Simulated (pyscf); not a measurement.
Hydrogen abstraction: H₃C–Si(OH)(OH)–OH + H• → H₃C–Si(O•)(OH)–OH + H₂

Gas phase, doublet surface, charge 0. Bonds broken: O3–H9. Bonds formed: H9–H12. PySCF, gas phase, ωB97X-D3(BJ)/def2-SVP geometries.

Transition state (Å):

```xyz
12

C     -1.5311     0.1241     1.5412
Si    -0.7130    -0.0819    -0.1062
O      0.1152     1.3203    -0.5866
O      0.2606    -1.4106     0.0024
O     -1.7500    -0.3066    -1.3846
H     -0.7814     0.1698     2.3464
H     -2.1950    -0.7305     1.7442
H     -2.1298     1.0475     1.5743
H      0.9093     1.7571     0.4771
H      0.6735    -1.7028    -0.8173
H     -2.1414     0.4792    -1.7790
H      1.2616     1.7829     1.2286
```

One imaginary mode, 911i cm⁻¹; descent along it reached the two sides named.

```json
[
 {"bond": "O3–H9", "change": "breaks", "reactant side (Å)": "0.963", "saddle": "1.397", "product side": "2.479"},
 {"bond": "H9–H12", "change": "forms", "reactant side (Å)": "2.7", "saddle": "0.830", "product side": "0.761"}
]
```

Electronic energies relative to the separated reactants (kcal/mol):

```csv
level,barrier,reaction energy,reverse barrier
ωB97X-D3(BJ)/def2-TZVP,19.6,+15.9,3.7
PBE/def2-TZVP,14.2,+16.5,-2.3
r²SCAN/def2-TZVP,13.8,+13.5,0.3
B3LYP-D3(BJ)/def2-TZVP,13.7,+12.4,1.3
PBE0-D3(BJ)/def2-TZVP,18.4,+17.3,1.1
M06-2X/def2-TZVP,23.1,+17.6,5.4
ωB97M-D3(BJ)/def2-TZVP,20.2,+16.4,3.8
HF/def2-TZVP,25.8,+7.0,18.8
```

With ωB97M-D3(BJ)/def2-TZVP energies and thermal terms (ideal gas, 1 atm, RRHO with modes under 100 cm⁻¹ raised to 100, one conformer, R ln 2 for chiral ones without a mode under 150 cm⁻¹), in kcal/mol:

```
T (K)   ΔH‡   ΔG‡     ΔH     ΔG
-----  ----  ----  -----  -----
298    18.2  25.1  +15.6  +14.5
600    17.8  32.2  +15.4  +13.5
900    17.6  39.4  +14.9  +12.7
1200   17.4  46.7  +14.4  +12.0
```

At PBE this geometry lies under the product side: in single points on another level's saddle the reverse barrier vanishes, and the forward threshold there is about the reaction energy. One saddle was located; it need not be the lowest between these sides. The angle at the transferred H is 160°.
